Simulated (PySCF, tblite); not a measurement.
**Complex of fluoromethane and 2 × hydrogen fluoride**

A gas-phase complex of fluoromethane and 2 × hydrogen fluoride; neutral, singlet. The structure comes from a short search (6 tight-binding starts) and was relaxed by PBE0-D3(BJ)/def2-SVPD; another way of binding may lie lower. Frequencies by PBE0-D3(BJ)/def2-SVPD show no clear imaginary mode.

Parts: 1 = fluoromethane (CF), atoms 1–5; 2 = hydrogen fluoride (F), atoms 6–7; 3 = hydrogen fluoride (F), atoms 8–9.

| atom | part | x (Å) | y (Å) | z (Å) |
| --- | --- | --- | --- | --- |
| C1 | 1 | 0.172 | 0.234 | 0.162 |
| F2 | 1 | 1.103 | 0.772 | -0.746 |
| H3 | 1 | -0.037 | -0.793 | -0.157 |
| H4 | 1 | -0.730 | 0.854 | 0.114 |
| H5 | 1 | 0.618 | 0.260 | 1.163 |
| F6 | 2 | 3.168 | 1.775 | 0.355 |
| H7 | 2 | 2.447 | 1.437 | -0.152 |
| F8 | 3 | 2.291 | 1.049 | 2.682 |
| H9 | 3 | 2.751 | 1.380 | 1.936 |

| contact | kind (by geometry) | distance (Å) | angle (°) |
| --- | --- | --- | --- |
| H7···F2 | hydrogen bond | 1.613 | 169 |
| H9···F6 | hydrogen bond | 1.683 | 162 |
| H5···F8 | C–H hydrogen bond | 2.393 | 151 |

Interaction energies are complex less parts, with the parts frozen as they stand in it; counterpoise-corrected, in kcal/mol (PySCF).

**Question.** Give the interaction energy at each level run.

**Answer.** 
| level | interaction | superposition error removed |
| --- | --- | --- |
| wB97M-D3(BJ)/def2-TZVPD | -14.17 | -0.16 |
| PBE0-D3(BJ)/def2-TZVPD | -15.10 | -0.14 |

**Question.** What holds them together? Decompose the wB97M-D3(BJ)/def2-TZVPD energy: frozen parts, their antisymmetrised product, then relaxation.

**Answer.** electrostatic -23.1, Pauli repulsion +24.6, orbital relaxation -14.2, dispersion correction -1.6 kcal/mol, which sum to the value before the counterpoise correction; the Pauli term holds the exchange-correlation of the frozen density too. Of the attraction, 59 % is electrostatic, 36 % is orbital relaxation, 4 % is dispersion correction.

The parts were also relaxed and run alone, at the levels used for the complex: vibrations by PBE0-D3(BJ)/def2-SVPD; shieldings by PBE0/pcSseg-2; core levels by delta-SCF with SCAN, pcX-2 on the ionised atom and pcseg-1 elsewhere, spin-free X2C.

**Question.** How do these values change when the complex forms?

**Answer.** 
| property | alone | in the complex | change |
| --- | --- | --- | --- |
| F6–H7 bond (Å) | 0.920 | 0.943 | +0.023 |
| stretch carried by H7 (cm⁻¹, harmonic) | 4151 | 3644 | -507 |
| its infrared intensity (km/mol) | 127 | 889 |  |
| shielding of H7 (ppm) | 29.19 | 23.82 | -5.36 |
| shielding of F2 (ppm) | 465.8 | 453.2 | -12.5 |
| shielding of H9 (ppm) | 29.19 | 24.92 | -4.27 |
| shielding of F6 (ppm) | 410.9 | 394.1 | -16.8 |
| F2 1s core level (eV) | 692.77 | 693.98 | +1.21 |
| F6 1s core level (eV) | 694.12 | 693.78 | -0.33 |
| F8 1s core level (eV) | 694.12 | 692.87 | -1.25 |

**Question.** What are the binding energy from relaxed parts (wB97M-D3(BJ)/def2-TZVPD), and ΔH and ΔG of association at 298.15 K and 1 atm?

**Answer.** -13.71 kcal/mol, -9.60 with zero-point energy; ΔH -10.9 and ΔG +4.9 kcal/mol, from harmonic vibrations by PBE0-D3(BJ)/def2-SVPD with low modes damped.
